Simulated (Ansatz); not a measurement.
Consider a ladder of basis sets of CH₅B (charge -1), SMILES [BH2-]C (the Python package of Ansatz (0.2.0)).

Script `basis.py`:
```python
"""How the energy of CH5B(-) converges with the basis."""

import ansatz as az

SETTINGS = {
    "functional": "PBE0",
    "charge": -1,
}

GEOMETRY = """
B     0.89920    0.06700    0.35670
C    -0.64360   -0.14390    0.00340
H     1.57510   -0.56450   -0.39470
H     1.17920    1.22190    0.26780
H    -1.26880    0.44180    0.70860
H    -0.90060   -1.21960    0.09250
H    -0.84030    0.19730   -1.03420
"""

mol = az.Crystal.molecule()
for line in GEOMETRY.strip().splitlines():
    symbol, *xyz = line.split()
    mol = mol.atom(symbol, [float(v) for v in xyz])

base = (
    mol.calculation()
    .functional(SETTINGS["functional"])
    .charge(SETTINGS["charge"])
    .spin("collinear", total=1)  # two spin channels
    .scf(lower_state_search="standard")
)

energies = {}
for basis in ["cc-pVDZ", "cc-pVTZ"]:
    summary = base.basis(gaussian=basis).run().report
    size = summary["n_frozen"] + summary["n_occupied"][0] + summary["n_virtual"][0]
    energies[basis] = (summary["reference_energy_ev"] / 27.211386246, summary["free_energy_ev"] / 27.211386246)
    print(f"{basis:14s} {size:4d} orbitals  reference {energies[basis][0]:14.6f} Ha  total {energies[basis][1]:14.6f} Ha")

last = energies["cc-pVTZ"][1]
for basis, (_, total) in energies.items():
    print(f"{basis:14s} lies {27.211386 * (total - last):9.4f} eV above cc-pVTZ")
```

How far does the total energy move along this ladder of basis sets?

Against cc-pVDZ: cc-pVTZ -30.1 mHa. The last step alone is -30.08 mHa. From the first set to the last the time grows from 0.7 to 2.2 s.

The run itself:

```console
$ python basis.py
cc-pVDZ          53 orbitals  reference     -65.805486 Ha  total     -65.805486 Ha
cc-pVTZ         130 orbitals  reference     -65.835569 Ha  total     -65.835569 Ha
cc-pVDZ        lies    0.8186 eV above cc-pVTZ
cc-pVTZ        lies    0.0000 eV above cc-pVTZ
```

Reading the output:
- These settings explore the input space; basis and method may be short of convergence.
- The geometry is a force-field or estimated start, not a minimum of this method, and the last set is no limit. Much of the fall in a total is atomic energy, which cancels in bond and reaction energies.
- The species is open-shell (spin multiplicity 2).
- Anions want diffuse functions, which this basis lacks.
- Wall time of the script: 3.3 s on 1 thread of Intel(R) Xeon(R) Processor @ 2.30GHz, with other jobs on the host, peak memory 0.29 GiB.
